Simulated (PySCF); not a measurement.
Results of MP2 (GTH pseudopotentials, Gaussian basis; PySCF) for rock-salt CdO.

The cell has the measured lattice parameters. Conventional cell: a = 4.6960 Å, b = 4.6960 Å, c = 4.6960 Å, α = 90.00°, β = 90.00°, γ = 90.00°.

The correlation energy at a fixed DZ basis:

```csv
k mesh,value (eV/atom)
2×2×2,-8.0924
3×3×3,-8.4312
4×4×4,-8.4862
```

Problem. Taking the value to converge with the number of k points N as 1/N, extrapolate from the last two rows.

Solution. With y = y∞ + c/w and weights w = 27 and 64 for the last two rows, y∞ = (w2 y2 − w1 y1)/(w2 − w1) = (64 × -8.4862 − 27 × -8.4312)/37 = -8.5263 eV/atom, which lies 0.0401 beyond the last row. Successive pairs of rows give -8.5739, -8.5263. The limit also hangs on the law assumed, so its last digits aren't firm.

The other settings are not extrapolated, so this is the limit in one setting alone.
